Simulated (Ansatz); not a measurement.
Species: phosphine, PH3 (charge 0, singlet). 
Structure (B3LYP-D3(BJ)/def2-TZVP (Ansatz, an electronic-structure program) minimum search):
```
P
H 1 1.4188
H 1 1.4188 2 93.38
H 1 1.4188 2 93.38 3 93.59
```
Charge 0, spin multiplicity 1.

Wanted: vertical ionisation energy (to the doublet state of charge +1; each state is the SCF solution reached for its spin; the molecule has degenerate orbitals, so one determinant may break the symmetry), in eV. Valence correlation only, unless marked. UHF or UKS for open shells. No spin-orbit coupling. No relativistic terms. Basis-set limits of correlation are two-point, X^-3; Hartree-Fock from the larger set. [CCSD(T)-MP2]/basis is that difference in the basis named.

Measured: 10.95 eV (CCCBDB table in ASE); it holds spin-orbit and relativistic effects, which these rows lack, and core correlation, which the frozen-core levels lack. This is an older compilation, not checked against later work.

```json
[
 {"level": "HF/def2-SVPD", "program": "Ansatz", "vertical ionisation energy (eV)": "9.43", "error against measurement": "-1.52"},
 {"level": "HF/aug-cc-pV(T+d)Z", "program": "Ansatz", "vertical ionisation energy (eV)": "9.43", "error against measurement": "-1.52"},
 {"level": "RI-HF/aug-cc-pV(Q+d)Z", "program": "Ansatz", "vertical ionisation energy (eV)": "9.43", "error against measurement": "-1.52"},
 {"level": "CAM-B3LYP/def2-TZVPD", "program": "Ansatz", "vertical ionisation energy (eV)": "10.56", "error against measurement": "-0.39"},
 {"level": "MP2/aug-cc-pV(D+d)Z", "program": "Ansatz", "vertical ionisation energy (eV)": "10.32", "error against measurement": "-0.63"},
 {"level": "MP2/def2-QZVPPD", "program": "Ansatz", "vertical ionisation energy (eV)": "10.50", "error against measurement": "-0.45"},
 {"level": "RI-MP2/def2-QZVPPD", "program": "Ansatz", "vertical ionisation energy (eV)": "10.50", "error against measurement": "-0.45"},
 {"level": "RI-MP2/CBS(aug-cc-pV(T+d)Z,aug-cc-pV(Q+d)Z)", "program": "Ansatz", "vertical ionisation energy (eV)": "10.55", "error against measurement": "-0.40"},
 {"level": "CCSD/def2-SVPD", "program": "Ansatz", "vertical ionisation energy (eV)": "10.32", "error against measurement": "-0.63"},
 {"level": "CCSD/aug-cc-pV(T+d)Z", "program": "Ansatz", "vertical ionisation energy (eV)": "10.50", "error against measurement": "-0.45"},
 {"level": "CCSD/def2-TZVPPD", "program": "Ansatz", "vertical ionisation energy (eV)": "10.47", "error against measurement": "-0.48"},
 {"level": "CCSD/def2-QZVPPD", "program": "Ansatz", "vertical ionisation energy (eV)": "10.52", "error against measurement": "-0.43"},
 {"level": "RI-MP2/CBS(aug-cc-pV(T+d)Z,aug-cc-pV(Q+d)Z)+[CCSD(T)-MP2]/aug-cc-pV(T+d)Z", "program": "Ansatz", "vertical ionisation energy (eV)": "10.64", "error against measurement": "-0.31"},
 {"level": "RI-MP2/CBS(def2-TZVPPD,def2-QZVPPD)+[CCSD(T)-MP2]/def2-TZVPPD", "program": "Ansatz", "vertical ionisation energy (eV)": "10.63", "error against measurement": "-0.32"},
 {"level": "CCSD(T)/CBS(def2-TZVPPD,def2-QZVPPD)", "program": "Ansatz", "vertical ionisation energy (eV)": "10.61", "error against measurement": "-0.34"}
]
```
